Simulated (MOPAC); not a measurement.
MOPAC input (PM6):

```
PM6 PRECISE GNORM=0.05 LET XYZ UHF MS=0.5 GEO-OK AUX(PRECISION=9) THREADS=1
C3H5

C     0.00109578 1    0.88292603 1   -0.03266360 1
C     0.76578700 1   -0.36066336 1    0.05127381 1
C    -0.76663254 1   -0.35872664 1    0.05221618 1
H     0.00167460 1    1.68930054 1   -0.74864081 1
H     1.29435639 1   -0.71852672 1   -0.82707129 1
H     1.25040395 1   -0.61994978 1    0.98734664 1
H    -1.25075168 1   -0.61678875 1    0.98888473 1
H    -1.29718468 1   -0.71525146 1   -0.82547761 1
```

From the last part of the output:

```
                                                       MOPAC v23.2.5 Linux

          FINAL HEAT OF FORMATION =         49.51638 KCAL/MOL =     207.17652 KJ/MOL

          COSMO AREA              =         85.76 SQUARE ANGSTROMS
          COSMO VOLUME            =         68.43 CUBIC ANGSTROMS

          GRADIENT NORM           =          0.04266          =       0.01508 PER ATOM
          IONIZATION POTENTIAL    =          9.275799 EV
          ALPHA SOMO LUMO (EV)    =         -9.276  2.637
          BETA  SOMO LUMO (EV)    =        -11.528  0.874
          NO. OF ALPHA ELECTRONS  =          9
          NO. OF BETA  ELECTRONS  =          8
          MOLECULAR WEIGHT        =         41.0725         POINT GROUP:  C2v

          MOLECULAR DIMENSIONS (Angstroms)

            Atom       Atom       Distance
            H     7    H     5     3.16732
            H     4    H     6     2.98328
            H     6    H     8     2.56644

          SCF CALCULATIONS        =         22

   ATOM   CHEMICAL          X               Y               Z
  NUMBER   SYMBOL      (ANGSTROMS)     (ANGSTROMS)     (ANGSTROMS)

     1       C          0.00096926  *   0.85703388  *  -0.16106917  *
     2       C          0.76874605  *  -0.36974914  *   0.04550767  *
     3       C         -0.76961770  *  -0.36778526  *   0.04644939  *
     4       H          0.00216721  *   1.87875429  *  -0.33379558  *
     5       H          1.30471179  *  -0.82776199  *  -0.78558946  *
     6       H          1.30636076  *  -0.52952327  *   0.97993559  *
     7       H         -1.30647530  *  -0.52621834  *   0.98152667  *
     8       H         -1.30773898  *  -0.82444917  *  -0.78395664  *

                             CARTESIAN COORDINATES

   1    C        0.000969256     0.857033883    -0.161069165
   2    C        0.768746050    -0.369749142     0.045507666
   3    C       -0.769617698    -0.367785259     0.046449388
   4    H        0.002167206     1.878754292    -0.333795583
   5    H        1.304711791    -0.827761988    -0.785589459
   6    H        1.306360758    -0.529523275     0.979935589
   7    H       -1.306475296    -0.526218338     0.981526671
   8    H       -1.307738977    -0.824449173    -0.783956644

           Empirical Formula: C3 H5  =     8 atoms

      MOLECULAR POINT GROUP   :   C2v

          ALPHA EIGENVALUES
 -29.70198 -21.38625 -20.38161 -16.19972 -15.99775 -12.62965 -12.01601 -11.53757
  -9.27580   2.63727   4.34160   4.58456   5.51476   6.03059   6.03647   6.14622
   6.54153

           BETA EIGENVALUES
 -29.54716 -21.31693 -20.03834 -15.82307 -15.82099 -12.50561 -11.69996 -11.52840
   0.87419   2.80080   4.45455   4.98368   5.66768   6.06646   6.13841   6.19744
   6.72177

              NET ATOMIC CHARGES AND DIPOLE CONTRIBUTIONS

  ATOM NO.   TYPE          CHARGE      No. of ELECS.   s-Pop       p-Pop
    1          C          -0.195606        4.1956     1.12306     3.07254
    2          C          -0.315632        4.3156     1.07581     3.23982
    3          C          -0.315619        4.3156     1.07580     3.23982
    4          H           0.176477        0.8235     0.82352
    5          H           0.162593        0.8374     0.83741
    6          H           0.162598        0.8374     0.83740
    7          H           0.162598        0.8374     0.83740
    8          H           0.162591        0.8374     0.83741
 DIPOLE           X         Y         Z       TOTAL
 POINT-CHG.    -0.000    -0.209     0.035     0.212
 HYBRID        -0.000    -0.062     0.010     0.063
 SUM           -0.000    -0.271     0.046     0.275

          ATOMIC ORBITAL ELECTRON POPULATIONS

     Atom    s        px        py        pz
    1  C   1.12306   1.04490   0.98726   1.04038
    2  C   1.07581   0.99328   1.09267   1.15387
    3  C   1.07580   0.99303   1.09294   1.15385
    4  H   0.82352
    5  H   0.83741
    6  H   0.83740
    7  H   0.83740
    8  H   0.83741

                    (SZ)    =    0.500000
                    (S**2)  =    0.756622

          ATOMIC ORBITAL SPIN POPULATIONS

    Atom   Total    s     px     py     pz
         Atomic
    1  C  1.0613  0.027  0.062  0.058  0.915
    2  C -0.0590 -0.007 -0.001 -0.044 -0.008
    3  C -0.0590 -0.007 -0.001 -0.043 -0.008
    4  H -0.0290 -0.029
    5  H  0.0214  0.021
    6  H  0.0214  0.021
    7  H  0.0214  0.021
    8  H  0.0214  0.021

 **********************
 *                    *
 * JOB ENDED NORMALLY *
 *                    *
 **********************

 == MOPAC DONE ==
```
